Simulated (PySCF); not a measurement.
**A basis-limit estimate, worked out**

An elementary step of BH3ClF, singlet (BH₂Cl ([BH2][Cl]) + HF → BH₂F ([BH2][F]) + HCl; bonds formed: B1–F6, Cl2–H5; bonds broken: B1–Cl2, H5–F6). “Start” is the structure reached by relaxing down from the saddle towards the reactants; PBE0-D4/def2-TZVP structures. The saddle:

B1  (-0.086, 0.290, -0.444)
Cl2  (0.858, -1.371, 0.207)
H3  (0.735, 1.095, -0.744)
H4  (-0.980, -0.041, -1.153)
H5  (0.048, -0.487, 1.150)
F6  (-0.575, 0.514, 0.985)
(Å)

Program: PySCF 2.14 with density fitting (its default auxiliary sets; JK sets also for MP2 and CCSD(T)). Basis: def2-TZVPP and def2-QZVPP. Cores are frozen in the correlated methods.

Energies in eV:

| quantity | saddle | start |
| --- | --- | --- |
| Hartree–Fock, triple zeta (X = 3) | -15929.96935 | -15931.06482 |
| Hartree–Fock, quadruple zeta (X = 4) | -15930.47004 | -15931.57035 |
| MP2 correlation, X = 3 | -16.07379 | -15.48463 |
| MP2 correlation, X = 4 | -17.51149 | -16.92381 |
| CCSD(T) correlation, X = 3 | -17.46088 | -16.92459 |

Q: Work out the barrier at the basis limit: extrapolate Hartree–Fock as E(X) = E∞ + A exp(−7.88 √X) and the MP2 correlation as E(X) = E∞ + B X^−2.97 (the exponents that Neese and Valeev fitted for def2-TZVPP and QZVPP), then add CCSD(T) − MP2 in triple zeta.

A: Each step is linear, so take the differences first (saddle − start): Hartree–Fock 1.09547 (X = 3) and 1.10031 (X = 4); MP2 correlation -0.58916 and -0.58768; CCSD(T) correlation -0.53629.
Two points give E∞ = E(4) + w [E(4) − E(3)], with w = 1/(exp(7.88 (2 − √3)) − 1) = 0.1377 for Hartree–Fock and w = 1/((4/3)^2.97 − 1) = 0.7407 for the correlation.
Hartree–Fock: 1.10031 + 0.1377 × 0.00484 = 1.1010 eV.
MP2 correlation: -0.58768 + 0.7407 × 0.00148 = -0.5866 eV.
CCSD(T) − MP2: -0.53629 − (-0.58916) = 0.0529 eV.
Sum: 1.1010 + (-0.5866) + 0.0529 = 0.5673 eV, or 13.08 kcal/mol. Plain CCSD(T) in triple zeta gives 0.5592 eV, so the larger basis shifts the result by 0.0081 eV.

No T1 diagnostic of these runs exceeds 0.012.

Labels in which every atom is bracketed show which atoms are joined, not bond orders.

For scale, one of the runs: CCSD(T)/def2-TZVPP, 146 basis functions, launched by `OMP_NUM_THREADS=4 python run.py`. The run took 76 s on 4 CPU threads of an Arm Neoverse V2 (shared host), with 0.95 GiB of host memory at its peak.
